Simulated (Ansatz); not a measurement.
**SiF4, singlet: the ladder up to RCCSDT(Q)**

Geometry: MP2(full)/6-31G*, from the G2/97 set.

```xyz
5

Si    0.0000    0.0000    0.0000
F     0.9128    0.9128    0.9128
F    -0.9128   -0.9128    0.9128
F    -0.9128    0.9128   -0.9128
F     0.9128   -0.9128   -0.9128
```

Basis 6-31G* (Cartesian d functions); Ansatz 0.2.0. Only valence electrons are correlated (noble-gas cores frozen), which leaves 32 electrons in 70 orbitals. Prefix R: restricted or restricted open-shell reference. Active spaces: frontier = (8e, 8o) about the gap.

Full CI isn't at hand for all of this; RCCSDT(Q) serves as the reference, and is uncertain by about the last step of the cluster series.

The UHF ⟨S²⟩ is 0.000, the T1 diagnostic (RCCSD) is 0.0123 and the largest doubles amplitude (RCCSD) is 0.017.

Task: From what is known of these methods and the diagnostics, rank them by the size of their error in total energy against RCCSDT(Q) in 6-31G*, smallest first (an estimate: the text doesn't fix the numbers).
A. CASSCF (frontier space)
B. RHF
C. RCCSD(T)
D. MRCISD+Q (frontier space)
E. MRCISD (frontier space)

Result: C (5.8 kJ/mol), D (44.4 kJ/mol), E (238.2 kJ/mol), A (1810.9 kJ/mol), B (2068.6 kJ/mol).

All errors are against RCCSDT(Q) in 6-31G*. Within each family the higher level lies nearer, as is usual though not guaranteed.

Atomization energy (electronic, same basis, no zero-point term; atoms at the same level, unrestricted beside the R rows where the molecule is a closed shell, with restricted open-shell steps beyond CCSDT(Q)) at RCCSDT(Q): 2231.5 kJ/mol. Errors of other levels:

```tsv
level	error (kJ/mol)
RHF	-508.7
RMP2	120.0
CISD	-255.5
RCCSD	-22.6
RCCSD(T)	-2.9
BCCD(T)	-1.6
RCCSDT	-3.5
```

This basis is far from its limit, so the value isn't to be set against a measured one. Truncated CI isn't size-consistent, which counts against it in atomization.
